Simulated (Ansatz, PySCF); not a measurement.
This Ansatz (a program for electronic structure) input computes a PBE/def2-TZVPD energy:

Ansatz 0.2 input:
```yaml
crystal:
  periodic: [false, false, false]
  atoms:
    - {symbol: C, position_ang: [0.00171763, -0.00263817, 0.32505308]}
    - {symbol: F, position_ang: [-0.01708335, 1.26042782, -0.06192073]}
    - {symbol: F, position_ang: [1.09904525, -0.61482395, -0.08303830]}
    - {symbol: F, position_ang: [-1.08310698, -0.64384509, -0.07174301]}
basis:
  gaussian:
    orbitals: def2-TZVPD
hamiltonian:
  xc: {name: PBE}
magnetization: {spin_polarized: true, initial_magnetization: 1}
output: {forces: true}
```

Question: Write an input for the same energy in PySCF and say what it gives.

Answer: 
```python
from pyscf import gto, scf, dft

mol = gto.M(
    atom='''
    C     0.00171763   -0.00263817    0.32505308
    F    -0.01708335    1.26042782   -0.06192073
    F     1.09904525   -0.61482395   -0.08303830
    F    -1.08310698   -0.64384509   -0.07174301
    ''',
    basis='def2-tzvpd',
    charge=0,
    spin=1,
    verbose=4,
)

mf = dft.UKS(mol, xc='pbe').density_fit(auxbasis='def2-universal-jkfit')
mf.grids.level = 3
mf.conv_tol = 1e-9
mf.max_cycle = 100
mf.max_memory = 1500
mf.kernel()
if not mf.converged:
    mf = mf.newton()
    mf.kernel(mf.make_rdm1())
for _ in range(2):
    mo, _, stable, _ = mf.stability(return_status=True)
    if stable:
        break
    mf.kernel(mf.make_rdm1(mo, mf.mo_occ))
mf.analyze()
```
It gives -337.39947 Eh, and Ansatz -337.39941 Eh, a difference of 0.06 mEh, from the treatment of integrals and grids.

It need not be the lowest isomer of its formula.
